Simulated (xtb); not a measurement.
xtb input (GFN2-xTB):

```bash
xtb mol.xyz --gfn 2 --ohess tight --chrg -1 --uhf 0
```
mol.xyz:
```
5

C     -0.65152983     0.57644982     0.00605589
C      0.48391688    -0.00036627    -0.02856159
F     -1.82094536    -0.10319523    -0.00061531
H      0.63037388    -1.08925745     0.01028564
H      1.36887626     0.61221422     0.01139306
```

Output:

```
           -------------------------------------------------
          |                Calculation Setup                |
           -------------------------------------------------

           -------------------------------------------------
          |                 G F N 2 - x T B                 |
           -------------------------------------------------

        Reference                      10.1021/acs.jctc.8b01176
      * Hamiltonian:
        H0-scaling (s, p, d)           1.850000    2.230000    2.230000
        zeta-weighting                 0.500000
      * Dispersion:
        s8                             2.700000
        a1                             0.520000
        a2                             5.000000
        s9                             5.000000
      * Repulsion:
        kExp                           1.500000    1.000000
        rExp                           1.000000
      * Coulomb:
        alpha                          2.000000
        third order                    shell-resolved
        anisotropic                    true
        a3                             3.000000
        a5                             4.000000
        cn-shift                       1.200000
        cn-exp                         4.000000
        max-rad                        5.000000

          ...................................................
          :                      SETUP                      :
          :.................................................:
          :  # basis functions                  14          :
          :  # atomic orbitals                  14          :
          :  # shells                            8          :
          :  # electrons                        18          :
          :  max. iterations                   250          :
          :  Hamiltonian                  GFN2-xTB          :
          :  restarted?                      false          :
          :  GBSA solvation                  false          :
          :  PC potential                    false          :
          :  electronic temp.          300.0000000     K    :
          :  accuracy                    1.0000000          :
          :  -> integral cutoff          0.2500000E+02      :
          :  -> integral neglect         0.1000000E-07      :
          :  -> SCF convergence          0.1000000E-05 Eh   :
          :  -> wf. convergence          0.1000000E-03 e    :
          :  Broyden damping             0.4000000          :
          :  net charge                         -1          :
          :  unpaired electrons                  0          :
          ...................................................

 iter      E             dE          RMSdq      gap      omega  full diag
   1    -10.1987307 -0.101987E+02  0.595E+00    4.21       0.0  T
   2    -10.2031824 -0.445164E-02  0.347E+00    4.11       1.0  T
   3    -10.2011215  0.206085E-02  0.116E+00    4.31       1.0  T
   4    -10.2045186 -0.339707E-02  0.321E-01    4.20       1.0  T
   5    -10.2045635 -0.449098E-04  0.873E-02    4.22       1.0  T
   6    -10.2045664 -0.285686E-05  0.313E-02    4.22       1.4  T
[...]
   full:        1.637      -0.562       0.002       4.399
molecular quadrupole (traceless):
                xx          xy          yy          xz          yz          zz
 q only:       -6.126      -0.497       2.230      -0.011      -0.000       3.896
  q+dip:       -5.331      -0.373       1.360      -0.011       0.000       3.971
   full:       -5.522       0.439       0.914      -0.012       0.001       4.608

           -------------------------------------------------
          |                Geometry Summary                 |
           -------------------------------------------------

      molecular mass/u    :       45.0357565
   center of mass at/Å    :       -0.7740920       0.0911922      -0.0010753
  moments of inertia/u·Å² :        0.7725357E+01   0.4753482E+02   0.5526018E+02
rotational constants/cm⁻¹ :        0.2182117E+01   0.3546375E+00   0.3050593E+00

 * 2 selected distances

     #   Z          #   Z                                           value/Å
     1   6 C        2   6 C                                       1.3366508 (max)
     2   6 C        5   1 H                                       1.0932425 (min)

 * 2 distinct bonds (by element types)

   Z      Z             #   av. dist./Å        max./Å        min./Å
   1 H    6 C           1     1.0932425     1.0932425     1.0932425
   6 C    6 C           1     1.3366508     1.3366508     1.3366508

           -------------------------------------------------
          |               Frequency Printout                |
           -------------------------------------------------
 projected vibrational frequencies (cm⁻¹)
eigval :       -0.00    -0.00    -0.00    -0.00     0.00     0.00
eigval :      426.07   655.06   712.76   826.36  1001.85  1396.89
eigval :     1566.38  2712.09  2908.98
 reduced masses (amu)
   1: 14.96   2:  9.79   3: 13.59   4: 16.44   5: 14.32   6: 11.18   7: 10.71   8: 13.79
   9:  2.65  10:  4.29  11:  6.46  12:  3.47  13: 10.01  14:  1.73  15:  1.70
 IR intensities (km·mol⁻¹)
   1: 17.87   2:  7.86   3:  0.39   4: 19.69   5: 22.13   6:  3.92   7:  0.60   8:186.30
   9:  4.70  10: 12.34  11: 24.17  12: 56.30  13: 16.39  14:410.66  15:278.20
 Raman intensities (Ä⁴*amu⁻¹)
   1:  0.00   2:  0.00   3:  0.00   4:  0.00   5:  0.00   6:  0.00   7:  0.00   8:  0.00
   9:  0.00  10:  0.00  11:  0.00  12:  0.00  13:  0.00  14:  0.00  15:  0.00
 output can be read by thermo (or use thermo option).
 writing <g98.out> molden fake output.
 recommended (thermochemical) frequency scaling factor: 1.0
           -------------------------------------------------
          |             Thermodynamic Functions             |
           -------------------------------------------------

cs  symmetry found (for desy threshold:  0.10E+00) used in thermo

          ...................................................
          :                      SETUP                      :
          :.................................................:
          :  # frequencies                           9      :
          :  # imaginary freq.                       0      :
          :  linear?                             false      :
          :  only rotor calc.                    false      :
          :  symmetry                               cs      :
          :  rotational number                       1      :
Note: The following floating-point exceptions are signalling: IEEE_DENORMAL
normal termination of xtb
          :  scaling factor                  1.0000000      :
          :  rotor cutoff                   50.0000000 cm⁻¹ :
          :  imag. cutoff                  -20.0000000 cm⁻¹ :
          :.................................................:

    mode    ω/cm⁻¹     T·S(HO)/kcal·mol⁻¹    T·S(FR)/kcal·mol⁻¹   T·S(vib)
   ------------------------------------------------------------------------
   ------------------------------------------------------------------------

   temp. (K)  partition function   enthalpy   heat capacity  entropy
                                   cal/mol     cal/K/mol   cal/K/mol   J/K/mol
 298.15  VIB   1.27                  403.851      4.287      1.834
         ROT  0.109E+05              888.752      2.981     21.452
         INT  0.139E+05             1292.603      7.268     23.286
         TR   0.292E+27             1481.254      4.968     37.323
         TOT                        2773.8572    12.2359    60.6095   253.5902

       T/K    H(0)-H(T)+PV         H(T)/Eh          T*S/Eh         G(T)/Eh
   ------------------------------------------------------------------------
    298.15    0.442042E-02    0.322288E-01    0.287975E-01    0.343122E-02
   ------------------------------------------------------------------------

         :::::::::::::::::::::::::::::::::::::::::::::::::::::
         ::                  THERMODYNAMIC                  ::
         :::::::::::::::::::::::::::::::::::::::::::::::::::::
         :: total free energy         -10.107906465902 Eh   ::
         ::.................................................::
         :: total energy              -10.111337688322 Eh   ::
         :: zero point energy           0.027808337229 Eh   ::
         :: G(RRHO) w/o ZPVE           -0.024377114809 Eh   ::
         :: G(RRHO) contrib.            0.003431222420 Eh   ::
         :::::::::::::::::::::::::::::::::::::::::::::::::::::

optimized geometry written to: xtbopt.xyz

           -------------------------------------------------
          | TOTAL ENERGY              -10.111337688322 Eh   |
          | TOTAL ENTHALPY            -10.079108928208 Eh   |
          | TOTAL FREE ENERGY         -10.107906465902 Eh   |
          | GRADIENT NORM               0.000407823333 Eh/α |
          | HOMO-LUMO GAP               4.418015946481 eV   |
           -------------------------------------------------

------------------------------------------------------------------------
------------------------------------------------------------------------
 total:
 SCF:
 ANC optimizer:
 analytical hessian:
```

It need not be the lowest isomer of its formula. Whether it binds its extra electron was not tested at this geometry.
